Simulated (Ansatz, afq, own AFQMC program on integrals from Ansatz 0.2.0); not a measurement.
# Where AFQMC and coupled cluster stand for C2H2, singlet

```yaml
atoms:
  - { symbol: C, position_ang: [0.0000, 0.0000, 0.5985] }
  - { symbol: C, position_ang: [0.0000, 0.0000, -0.5985] }
  - { symbol: H, position_ang: [0.0000, 0.0000, 1.6632] }
  - { symbol: H, position_ang: [0.0000, 0.0000, -1.6632] }
```

Connectivity, by distances: CH–CH.

Basis cc-pVDZ. Only valence electrons are correlated. Ansatz 0.2.0 and our own AFQMC program on the same integrals; the CISD trial comes from CCSD amplitudes, and released means the phaseless constraint is let go. ± is one standard error of the sampling.

Determinant: RHF, the one that the program's search chose, which needn't be the lowest solution. The geometry is a point of a scan.

No full CI on the walks' own integrals is used here; CCSDT(Q) serves as the reference and is uncertain by about the last step of the cluster series.

The T1 diagnostic is 0.0122, the weight of the determinant in the CISD state is 0.886 and the size of the correlated space is 10 electrons in 36 orbitals.

```tsv
level	correlation energy (eV)
MP2	-6.9251
CCSD	-7.3936
CCSD(T)	-7.6910
```

(1) Estimate where phaseless AFQMC with a CISD trial lies against CCSD(T) on the same integrals.

(1) 2.44 ± 0.78 mEh below CCSD(T).

Reference: CCSDT(Q), correlation energy -7.729 eV. The released energy is read at 2.40 1/Eh (meV from the phaseless value at times in 1/Eh: 17 ± 21 at 0.24, 23 ± 16 at 0.51, 27 ± 16 at 0.99, 12 ± 22 at 1.62, 37 ± 19 at 2.40).

| level | E − E(reference) (mEh) | share of correlation (%) |
| --- | --- | --- |
| CCSD(T) | 1.39 | 99.51 |
| CCSDT | 0.99 | 99.65 |
| ph-AFQMC/HF | -4.29 ± 3.14 | 101.51 |
| ph-AFQMC/CISD | -1.04 ± 0.78 | 100.37 |
| released AFQMC | 0.32 ± 0.70 | 99.89 |

A walk keeps the symmetry of its determinant, which the program's search chose and which needn't be the lowest solution, so a lower state of the same spin and another symmetry isn't excluded. Released energies are given only where the last usable release times agree within the noise; a slower fall can still hide under it.
